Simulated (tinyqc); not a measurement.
Worked calculation: extended Hueckel theory, for LiF. Computed by tinyqc, a small Python program that keeps every step (integrals from PySCF). Settings: charge = 0, K = 1.75, weighted = 1, multiplicity = 1. Command: `OMP_NUM_THREADS=1 python tinyqc.py 20367 20368 out.jsonl` (the two numbers bound the seeds that draw the settings). One thread of a shared host (Intel(R) Xeon(R) Processor @ 2.60GHz), about 0.01 s of CPU time with the checks.

## Overlaps

Geometry (angstrom):

| atom | x | y | z |
|---|---|---|---|
| Li | 0.0000 | 0.0000 | 0.0000 |
| F | 0.0000 | 0.0000 | 1.8380 |

Parameters chosen for this run:

| element | shell | Slater exponent | H_ii (eV) |
|---|---|---|---|
| F | 2s | 2.4250 | -40.0000 |
| F | 2p | 2.4250 | -18.1000 |
| Li | 2s | 0.6500 | -5.4000 |
| Li | 2p | 0.6500 | -3.5000 |

Slater orbitals, each expanded in six Gaussians scaled to its exponent.

overlap S, lower triangle:
```
          1Li 2s  1Li 2px  1Li 2py  1Li 2pz   2F 2s  2F 2px  2F 2py  2F 2pz
1Li 2s    1.0000
1Li 2px   0.0000   1.0000
1Li 2py   0.0000   0.0000   1.0000
1Li 2pz   0.0000   0.0000   0.0000   1.0000
2F 2s     0.2382   0.0000   0.0000   0.3712  1.0000
2F 2px    0.0000   0.1040   0.0000   0.0000  0.0000  1.0000
2F 2py    0.0000   0.0000   0.1040   0.0000  0.0000  0.0000  1.0000
2F 2pz   -0.0714   0.0000   0.0000  -0.0939  0.0000  0.0000  0.0000  1.0000
```

## Wolfsberg-Helmholz matrix

diagonal H_ii (eV): 1Li 2s -5.4000, 1Li 2px -3.5000, 1Li 2py -3.5000, 1Li 2pz -3.5000, 2F 2s -40.0000, 2F 2px -18.1000, 2F 2py -18.1000, 2F 2pz -18.1000

K = 1.7500

H_ij = K' S_ij (H_ii + H_jj)/2 for i != j (the diagonal keeps H_ii), with K' = K + D^2 + D^4 (1 - K), D = (H_ii - H_jj)/(H_ii + H_jj), K = 1.75.

H (eV), lower triangle:
```
           1Li 2s  1Li 2px  1Li 2py   1Li 2pz     2F 2s    2F 2px    2F 2py    2F 2pz
1Li 2s    -5.4000
1Li 2px    0.0000  -3.5000
1Li 2py    0.0000   0.0000  -3.5000
1Li 2pz    0.0000   0.0000   0.0000   -3.5000
2F 2s    -11.2338   0.0000   0.0000  -16.8125  -40.0000
2F 2px     0.0000  -2.3029   0.0000    0.0000    0.0000  -18.1000
2F 2py     0.0000   0.0000  -2.3029    0.0000    0.0000    0.0000  -18.1000
2F 2pz     1.6600   0.0000   0.0000    2.0802    0.0000    0.0000    0.0000  -18.1000
```

## Orbitals

valence electrons = 8

Solve H C = S C e through S^(-1/2); fill by pairs from the bottom, a degenerate level sharing its electrons equally; each orbital has its largest coefficient positive (the first on a tie).

orbital energies (eV): -40.1787  -18.1139  -18.1120  -18.1120  -4.8765  -3.2399  -3.2399  8.2718

occupations: 2.0000  2.0000  2.0000  2.0000  0.0000  0.0000  0.0000  0.0000

coefficients:
```
            MO1      MO2      MO3     MO4      MO5      MO6      MO7      MO8
1Li 2s   0.0466  -0.0211   0.0000  0.0000   0.8731   0.0000   0.0000   0.5595
1Li 2px  0.0000   0.0000   0.0259  0.0122   0.0000  -0.6599   0.7580   0.0000
1Li 2py  0.0000   0.0000  -0.0122  0.0259   0.0000   0.7580   0.6599   0.0000
1Li 2pz  0.0504  -0.0161   0.0000  0.0000  -0.4881   0.0000   0.0000   0.9717
2F 2s    0.9683   0.0141   0.0000  0.0000  -0.0419   0.0000   0.0000  -0.5533
2F 2px   0.0000   0.0000   0.9012  0.4256   0.0000   0.0873  -0.1003   0.0000
2F 2py   0.0000   0.0000  -0.4256  0.9012   0.0000  -0.1003  -0.0873   0.0000
2F 2pz   0.0064   0.9967   0.0000  0.0000   0.0267   0.0000   0.0000   0.1530
```

sum of one-electron energies = -189.0333 eV

Within a degenerate level the vectors are fixed only up to a rotation; this is one choice.

## Mulliken analysis

P = C n C^T; charge = valence electrons (F 7, Li 1) minus the sum of (P S)_ii on the atom; overlap population = 2 sum P_ij S_ij between two atoms.

charges: 1Li 0.9108, 2F -0.9108

Overlap populations:

| pair | value |
|---|---|
| 2-1 | 0.150309 |
